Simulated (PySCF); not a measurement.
**`CC1=CCC1` (C5H8): bond dissociation enthalpies at several levels**

Coordinates in Å; atoms count from 1 in this order:
```
C     1.8403   -0.0786   -0.4488
C     0.4069    0.0952   -0.1118
C    -0.4306    1.1422   -0.0030
C    -1.6252    0.2986    0.3691
C    -0.6604   -0.9171    0.2454
H     1.9626   -0.7110   -1.3443
H     2.3813   -0.5827    0.3695
H     2.3284    0.8878   -0.6408
H    -0.2990    2.2201   -0.1360
H    -2.4621    0.3002   -0.3495
H    -2.0378    0.4619    1.3790
H    -0.9177   -1.6393   -0.5480
H    -0.4913   -1.4763    1.1814
```

All levels share the PBE0-D3(BJ)/def2-SVP structures and the GFN2-xTB thermal terms; only the single-point energies (PySCF) change. Values are bond dissociation enthalpies (298 K, kJ/mol).

At M06/ma-def2-SVP:
```csv
quantity,value
C1–H,353
C4–H,369
C5–H,372
C1–C2,441
C3–H,460
```

Q: What does M06-2X/def2-TZVP give?

A: C1–H: 364 (change 11); C4–H: 382 (change 13); C5–H: 384 (change 12); C1–C2: 437 (change -3); C3–H: 461 (change 2).

Known limits: ma-def2-SVP is a small basis, whose errors can reach tens of kJ/mol; the order of C1–H and C4–H, of C4–H and C5–H, of C1–C2 and C3–H is undecided: the gaps lie inside the method's error (some 20 kJ/mol, one structure a species); radicals beside a multiple bond are drawn in one resonance form, and their spin spreads.

Differences come from unrounded values, so a last digit can differ from that of the printed terms.
